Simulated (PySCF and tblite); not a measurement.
Results of a calculation; reference values are marked as such.
**Dynamics report: pyramidal inversion**

System: C₄H₇NO, numbered as in [O:1]=[CH:2][CH:3]1[CH2:4][NH:5][CH2:6]1.

Motion: pyramidal inversion at N5. Level: PBE0/pcSseg-1 + D3(BJ) on PBE0-D3(BJ)/def2-SVP stationary points, with GFN2-xTB thermal terms. Rates follow Eyring's equation with the number of equivalent paths and no tunnelling. Run with tblite and PySCF.

```
 point  symmetry  E(GFN2) kcal/mol  E(DFT) kcal/mol  ZPE change kcal/mol  lowest mode cm⁻¹  dipole D
 start        C1               0.0              0.0                 0.00                68      1.77
saddle        C1               6.2              5.4                -1.13              657i      2.70
   end        C1               1.0              0.5                -0.10                69      3.68
```

```json
{
 "Electronic barrier": "5.4 kcal/mol",
 "Barrier with zero-point energy": "4.3 kcal/mol",
 "ΔH‡ (298 K)": "4.2 kcal/mol",
 "ΔS‡ (298 K, symmetry apart)": "-0.9 cal/(mol K)",
 "Paths": "1 equivalent path",
 "End point": "a different minimum",
 "Mean lifetime of the start against this motion at 298 K": "280 ps",
 "Cost": "3.6 min on 1 thread of Arm Neoverse V2, on a host shared with other jobs (rough), peak memory 0.68 GiB, launched as `OMP_NUM_THREADS=1 python ens_run.py task.json out`"
}
```

```csv
T/K,ΔG‡ kcal/mol,k s⁻¹,ΔG kcal/mol,k back s⁻¹
200,4.4,7.1×10⁷,0.4,2.1×10⁸
250,4.4,7.5×10⁸,0.4,1.8×10⁹
298,4.4,3.6×10⁹,0.4,7.5×10⁹
350,4.5,1.2×10¹⁰,0.4,2.3×10¹⁰
400,4.5,2.9×10¹⁰,0.4,5.1×10¹⁰
500,4.6,1×10¹¹,0.4,1.6×10¹¹
```

ΔG and ΔG‡ leave out symmetry numbers and mirror images; rates count paths: 1 out, 1 back.
